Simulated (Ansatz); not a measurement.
A structure drawn as `B[SiH2]F`, with this starting geometry:

Cartesian coordinates in Å:
```
B -0.9222 0.3212 0.5418
Si 0.6286 -0.2027 -0.3869
F 1.5011 -1.2253 0.6193
H -1.1563 -0.0463 1.5845
H -1.7404 1.0902 0.0307
H 1.4359 0.9831 -0.7459
H 0.2532 -0.9202 -1.6436
```

The species carries charge 0 and has multiplicity 1.

Task: Does it keep its bonds when Ansatz relaxes it at PBE-D4/def2-SVP and then PBE0-D4/def2-TZVP?

Result: Yes, every drawn bond is still there and no new one forms.

Task: Give the relaxed structure. (Best estimate.)

Result: Ansatz gave: 
Z-matrix (Å, degrees):
```
Si
F 1 1.607
B 1 2.000 2 113.6
H 1 1.490 2 107.3 3 -121.7
H 1 1.490 2 107.3 3 121.8
H 3 1.197 1 118.1 2 179.8
H 3 1.194 1 124.1 2 -0.2
```
All modes are real.

Atoms count as bonded under 1.1 times the sum of their covalent radii (H–H under 0.85 Å, pairs among N, O and F under 1.55 Å), and a drawn bond as lost past 1.3 times.
